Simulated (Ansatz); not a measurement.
Relaxation of CH₇NSi (10 atoms, charge 0, multiplicity 1), to a largest force component of 0.03 eV/Å in at most 50 steps.

Method: Ansatz 0.2.0, RKS CAM-B3LYP-D4/6-31G*.

```xyz
10
Properties=species:S:1:pos:R:3
Si -0.289 0.737 0.224
H 1.996 0.017 -1.086
N -0.647 1.375 -1.187
H 1.469 0.398 -1.333
H 0.335 1.651 1.202
C -0.421 -0.997 0.910
H -1.105 0.874 -1.939
H 0.515 -1.270 1.411
H -1.218 -1.046 1.661
H -0.634 -1.738 0.136
```

Where does it end, and by what steps?

The run converged. The force dipped under the threshold on the way, but the program's further checks kept it going. After 43 steps the energy has fallen by 0.309 eV; H2 moved furthest, 2.68 Å.

```csv
step,energy less start (eV),largest force component (eV/Å),accepted
0,0.0000,1.966,yes
2,-0.2343,0.273,yes
4,-0.1915,1.006,no
6,-0.2651,0.055,yes
8,-0.2666,0.065,yes
10,-0.2678,0.318,yes
12,-0.2721,0.091,yes
14,-0.2732,0.261,no
16,-0.2769,0.103,yes
18,-0.2789,0.132,yes
20,-0.2810,0.146,yes
22,-0.2844,0.077,yes
24,-0.2874,0.130,yes
26,-0.2934,0.145,yes
28,-0.2979,0.147,yes
30,-0.3022,0.215,yes
32,-0.3051,0.177,yes
34,-0.3069,0.120,yes
36,-0.3080,0.025,yes
38,-0.3085,0.100,yes
40,-0.3089,0.018,yes
42,-0.3090,0.031,yes
43,-0.3091,0.013,yes
```

```xyz
10
Properties=species:S:1:pos:R:3
Si -0.036 0.207 0.537
H 2.430 1.759 -3.081
N 0.475 0.236 -0.974
H 2.000 1.462 -2.544
H 0.489 1.265 1.424
C -1.205 -0.947 1.431
H 0.183 -0.439 -1.673
H -0.690 -1.439 2.264
H -2.046 -0.386 1.852
H -1.600 -1.718 0.764
```

The run took 52 s on 2 threads of Arm Neoverse V2, on a shared host, peak memory 0.14 GiB.
